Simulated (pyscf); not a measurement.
Atom transfer: Cl–In(Cl)–Cl (SMILES [Cl][In]([Cl])[Cl]) + H• (SMILES [H]) → HCl (SMILES Cl) + [Cl–In–Cl]• (SMILES [Cl][In][Cl])

Gas phase, doublet surface, charge 0. Bonds broken: Cl1–In2. Bonds formed: Cl1–H5. Single points on ωB97X-D3(BJ)/def2-SVP structures (PySCF, gas phase).

Transition state (Å):

```xyz
5

Cl     0.5189    -0.4473    -0.5883
In    -1.5937    -0.0256     0.5124
Cl    -2.6420    -1.7047     1.7270
Cl    -2.5982     2.0642     0.3762
H      2.0400    -0.7527    -1.3608
```

One imaginary mode, 1224i cm⁻¹; descent along it reached the two sides named, in the forms told below.

| bond | change | reactant side (Å) | saddle | product side |
|---|---|---|---|---|
| Cl1–In2 | breaks | 2.307 | 2.419 | 3.0 |
| Cl1–H5 | forms | 3.6 | 1.733 | 1.299 |

Electronic energies relative to the separated reactants (kcal/mol):

```
level                   barrier  reaction energy  reverse barrier
----------------------  -------  ---------------  ---------------
ωB97X-D3(BJ)/def2-TZVP     10.5            -14.8             25.3
PBE/def2-TZVP              -1.1            -22.4             21.2
r²SCAN/def2-TZVP            0.2            -20.8             21.0
B3LYP-D3(BJ)/def2-TZVP      0.8            -23.9             24.7
PBE0-D3(BJ)/def2-TZVP       3.8            -19.2             23.0
M06-2X/def2-TZVP            8.1            -19.1             27.2
ωB97M-D3(BJ)/def2-TZVP      8.8            -20.1             29.0
HF/def2-TZVP               21.0            -12.8             33.9
```

With ωB97M-D3(BJ)/def2-TZVP energies and thermal terms (ideal gas, 1 atm, RRHO with modes under 100 cm⁻¹ raised to 100, one conformer, R ln 2 for rigid chiral ones), in kcal/mol:

| T (K) | ΔH‡ | ΔG‡ | ΔH | ΔG |
|---|---|---|---|---|
| 298 | 8.6 | 14.3 | -17.2 | -20.5 |
| 600 | 8.3 | 20.3 | -18.3 | -23.4 |
| 900 | 8.0 | 26.3 | -19.4 | -25.7 |
| 1200 | 7.7 | 32.5 | -20.4 | -27.6 |

On the product side the descent ends in a complex, 7.9 kcal/mol under the separated species and 33.2 kcal/mol under the saddle at ωB97X-D3(BJ)/def2-TZVP. At PBE this geometry lies under the reactants; that is no barrier but a single point on another level's saddle; such a level's own saddle, if it has one, lies nearer that side and is low. This is the saddle that the search found; another between the same sides may lie lower. The angle at the transferred Cl is 179°. Elements past Kr carry the def2 core potentials, without spin-orbit coupling.
